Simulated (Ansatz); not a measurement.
**Si–CH3, Ge–CH3: atomization energies**

Ansatz 0.2.0, basis cc-pVDZ; geometries are PBE0/def2-TZVP minima. Wave-function levels freeze the cores with the filled d shells of p-block atoms; HF, MP2 and coupled cluster are restricted for singlets and unrestricted otherwise, atoms included, restricted open-shell where a d shell is frozen. The reference is CCSDT(Q) (coupled cluster only where its series has nearly closed). An error is the level's value less the reference. None of these values is a measured one. Energies are electronic, without zero-point terms. No spin–orbit coupling and no scalar relativity. The set is small: it underbinds, by tens of kJ/mol for each bond, so near ties and functionals' places can change in larger sets. The species are chosen: bound, without strong static correlation by their natural occupations or amplitudes, in their lowest spin state as far as vertical gaps and like structures tell, and with a ladder that closes on the reference, so errors are smaller than for species at large; levels whose determinant breaks symmetry or spin markedly are left out.

```
        species                                                  bonds (Å)     quantity  symmetry of the states  reference  value (kJ/mol)  error CCSD  error CCSD(T)  error CCSDT
Si–CH3, doublet  C–Si 1.889, C–H 1.094/1.104, angles at C 103/107/110/115°  atomization                     A''   CCSDT(Q)          1456.5       -13.6           -1.2         -0.8
Ge–CH3, doublet  C–Ge 1.989, C–H 1.093/1.100, angles at C 105/107/110/114°  atomization                     A''   CCSDT(Q)          1430.3       -13.6           -1.2         -0.8
```

The reference falls from Si to Ge, by 26.2 kJ/mol in all.
